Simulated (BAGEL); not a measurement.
# C2H3F3 (1,1,2-trifluoroethane): B3LYP/6-31G(d) (density fitting with qzvpp-jkfit, spherical functions)

What is the energy change on altering one bond length of C2H3F3 (1,1,2-trifluoroethane) at B3LYP/6-31G* (density fitting with qzvpp-jkfit, spherical functions)? 

Program for the calculation: BAGEL 1.2.2.

3 further runs of the same task are left out: 3 that didn't finish.

## (1) The structure to begin with

C2H3F3 has 8 atoms, charge 0, and is taken as a singlet. As SMILES, `FCC(F)F`. The coordinates come from a PBE0-D4/def2-TZVP relaxation. This is one conformer, not always the lowest.

Bond lengths: F1–C2 1.367 Å, C2–C3 1.507 Å, C3–F4 1.353 Å, C3–F5 1.353 Å, C2–H6 1.094 Å, C2–H7 1.094 Å, C3–H8 1.097 Å. Some angles: F1–C2–C3 110.8°, C2–C3–F4 110.7°, C2–C3–F5 110.6°, F4–C3–F5 107.7°, F1–C2–H6 109.2°, F1–C2–H7 109.2°, C3–C2–H6 109.0°, C3–C2–H7 109.0°, C2–C3–H8 111.0°, F4–C3–H8 108.4°.

## (2) The energy at B3LYP/6-31G(d) (density fitting with qzvpp-jkfit, spherical functions)

Contents of calc.json:

```json
{ "bagel": [

{
  "title": "molecule",
  "basis": "6-31gs.json",
  "df_basis": "qzvpp-jkfit",
  "angstrom": true,
  "geometry": [
    { "atom": "F", "xyz": [   -0.985900,    1.458500,    0.050800 ] },
    { "atom": "C", "xyz": [    0.087900,    0.678700,    0.379800 ] },
    { "atom": "C", "xyz": [   -0.007400,   -0.670200,   -0.285700 ] },
    { "atom": "F", "xyz": [   -1.136200,   -1.311100,    0.094600 ] },
    { "atom": "F", "xyz": [   -0.044700,   -0.536600,   -1.631300 ] },
    { "atom": "H", "xyz": [    0.112100,    0.539700,    1.464900 ] },
    { "atom": "H", "xyz": [    1.006200,    1.174300,    0.050700 ] },
    { "atom": "H", "xyz": [    0.852800,   -1.298700,   -0.023800 ] }
  ]
},
{
  "title": "ks",
  "xc_func": "b3lyp",
  "charge": 0
},
{
  "title": "print",
  "file": "orbitals.molden",
  "orbitals": true
}

]}
```

The basis set 6-31G* is read from a file made from the Basis Set Exchange's data (not shown).

The run is started by

```
$ BAGEL_NUM_THREADS=1 BAGEL calc.json > calc.out
```

What it wrote:

```text
* using 1 threads per process

  ===============================================================
  ===============================================================

  *** Geometry ***

  { "atom" : "F", "xyz" : [     -1.863081,      2.756166,      0.095998 ] },
  { "atom" : "C", "xyz" : [      0.166107,      1.282557,      0.717718 ] },
  { "atom" : "C", "xyz" : [     -0.013984,     -1.266494,     -0.539895 ] },
  { "atom" : "F", "xyz" : [     -2.147107,     -2.477620,      0.178768 ] },
  { "atom" : "F", "xyz" : [     -0.084471,     -1.014027,     -3.082710 ] },
  { "atom" : "H", "xyz" : [      0.211838,      1.019885,      2.768260 ] },
  { "atom" : "H", "xyz" : [      1.901442,      2.219105,      0.095809 ] },
  { "atom" : "H", "xyz" : [      1.611558,     -2.454187,     -0.044975 ] },

  Number of auxiliary basis functions:      435

  Since a DF basis is specified, we compute 2- and 3-index integrals:
    o Being stored without compression. Storage requirement is 0.020 GB

  Number of basis functions:       76
  Number of electrons      :       42

    * METHOD: MOLECULE                             0.20

  *** Kohn-Sham DFT ***

    * Removing 15371 points whose weight is below 1.00e-10
    * Grid points: 103877

  === Nuclear Repulsion ===
   194.0360020086

       - DIIS with orbital gradients will be used.

  === KS iteration (b3lyp / 6-31gs.json) ===
      0       -346.10608562          0.14742762           0.41
      1       -293.73486103          0.24294323           0.44
      2       -333.78520667          0.19325600           0.34
      3       -372.89986657          0.09858173           0.32
      4       -376.98987262          0.03640326           0.34
      5       -377.23634750          0.02526605           0.36
      6       -377.49433995          0.00653119           0.34
      7       -377.50722358          0.00417799           0.32
      8       -377.51292766          0.00087764           0.37
      9       -377.51320095          0.00021979           0.33
     10       -377.51321490          0.00006977           0.37
     11       -377.51321664          0.00002062           0.36
     12       -377.51321682          0.00000242           0.34
     13       -377.51321683          0.00000100           0.36
     14       -377.51321683          0.00000051           0.37
     15       -377.51321683          0.00000009           0.37
     16       -377.51321683          0.00000004           0.45
     17       -377.51321683          0.00000001           0.42
    * SCF iteration converged.

    * Permanent dipole moment:
           (   -0.925051,     0.063969,    -0.556450) a.u.

    * METHOD: KS                                   7.13

    * METHOD: PRINT                                0.01

  ===============================================================
```

Wall time 8.4 s (1 thread of Intel Xeon 6975P-C (Granite Rapids), shared host); peak memory 0.38 GiB.

## (3) The distorted shape, same level

Contents of job.json:

```json
{ "bagel" : [

{
  "title" : "molecule",
  "basis" : "6-31gs.json",
  "df_basis" : "qzvpp-jkfit",
  "angstrom" : true,
  "geometry" : [
    { "atom" : "F", "xyz" : [   -1.720540,    1.062020,    0.314080 ] },
    { "atom" : "C", "xyz" : [   -0.646740,    0.282220,    0.643080 ] },
    { "atom" : "C", "xyz" : [   -0.742040,   -1.066680,   -0.022420 ] },
    { "atom" : "F", "xyz" : [   -1.870840,   -1.707580,    0.357880 ] },
    { "atom" : "F", "xyz" : [   -0.779340,   -0.933080,   -1.368020 ] },
    { "atom" : "H", "xyz" : [   -0.622540,    0.143220,    1.728180 ] },
    { "atom" : "H", "xyz" : [    1.006200,    1.174300,    0.050700 ] },
    { "atom" : "H", "xyz" : [    0.118160,   -1.695180,    0.239480 ] }
  ]
},
{
  "title" : "ks",
  "xc_func" : "b3lyp"
},
{
  "title" : "print",
  "file" : "orbitals.molden",
  "orbitals" : true
}

]}
```

The basis set 6-31G* is read from a file made from the Basis Set Exchange's data (not shown).

The run is started by

```
$ BAGEL_NUM_THREADS=1 BAGEL job.json > job.out
```

What it wrote:

```text
* using 1 threads per process

  ===============================================================
  ===============================================================

  *** Geometry ***

  { "atom" : "F", "xyz" : [     -3.251349,      2.006927,      0.593525 ] },
  { "atom" : "C", "xyz" : [     -1.222161,      0.533319,      1.215245 ] },
  { "atom" : "C", "xyz" : [     -1.402252,     -2.015733,     -0.042368 ] },
  { "atom" : "F", "xyz" : [     -3.535375,     -3.226859,      0.676295 ] },
  { "atom" : "F", "xyz" : [     -1.472739,     -1.763266,     -2.585183 ] },
  { "atom" : "H", "xyz" : [     -1.176430,      0.270647,      3.265787 ] },
  { "atom" : "H", "xyz" : [      1.901442,      2.219105,      0.095809 ] },
  { "atom" : "H", "xyz" : [      0.223290,     -3.203426,      0.452552 ] },

  Number of auxiliary basis functions:      435

  Since a DF basis is specified, we compute 2- and 3-index integrals:
    o Being stored without compression. Storage requirement is 0.020 GB

  Number of basis functions:       76
  Number of electrons      :       42

    * METHOD: MOLECULE                             0.21

  *** Kohn-Sham DFT ***

    * Removing 14469 points whose weight is below 1.00e-10
    * Grid points: 104779

  === Nuclear Repulsion ===
   191.0478022924

       - DIIS with orbital gradients will be used.

  === KS iteration (b3lyp / 6-31gs.json) ===
      0       -346.45415194          0.14593597           0.63
      1       -295.17306632          0.24101921           0.53
      2       -343.05316211          0.18373149           0.34
      3       -374.90659602          0.06457295           0.36
      4       -377.06384437          0.03077290           0.40
      5       -377.14917372          0.02590243           0.32
      6       -377.37578000          0.00515265           0.31
      7       -377.37277945          0.00610180           0.29
      8       -377.39116575          0.00185348           0.27
      9       -377.39229755          0.00042013           0.31
     10       -377.39235782          0.00010892           0.29
     11       -377.39236247          0.00003622           0.29
     12       -377.39236272          0.00002444           0.29
     13       -377.39236289          0.00000732           0.30
     14       -377.39236292          0.00000162           0.28
     15       -377.39236292          0.00000048           0.27
     16       -377.39236292          0.00000012           0.28
     17       -377.39236292          0.00000003           0.27
     18       -377.39236292          0.00000002           0.29
     19       -377.39236292          0.00000001           0.29
    * SCF iteration converged.

    * Permanent dipole moment:
           (   -0.525141,     0.239555,    -0.639961) a.u.

    * METHOD: KS                                   7.06

    * METHOD: PRINT                                0.01

  ===============================================================
```

Wall time 8.4 s (1 thread of Intel Xeon 6975P-C (Granite Rapids), shared host); peak memory 0.39 GiB.

## (4) What came out

Level: B3LYP/6-31G* (density fitting with qzvpp-jkfit, spherical functions).

| quantity | value |
| --- | --- |
| first shape: total energy | -377.51322 Eh |
| first shape: dipole moment | 2.75 D |
| first shape: HOMO energy | -8.94 eV |
| first shape: LUMO energy | 2.22 eV |
| first shape: HOMO–LUMO gap | 11.16 eV |
| distorted shape: total energy | -377.39236 Eh |
| distorted shape: dipole moment | 2.19 D |
| distorted shape: HOMO energy | -8.08 eV |
| distorted shape: LUMO energy | -2.42 eV |
| distorted shape: HOMO–LUMO gap | 5.66 eV |
| energy change with the C2–H7 bond stretched from 1.094 to 1.970 Å | 3.289 eV |

With the C2–H7 bond stretched from 1.094 to 1.970 Å the energy rises by 3.29 eV (76 kcal/mol). The first shape isn't relaxed at this level, so the change isn't measured from a minimum. A restricted reference can't describe the breaking bond well at this length.
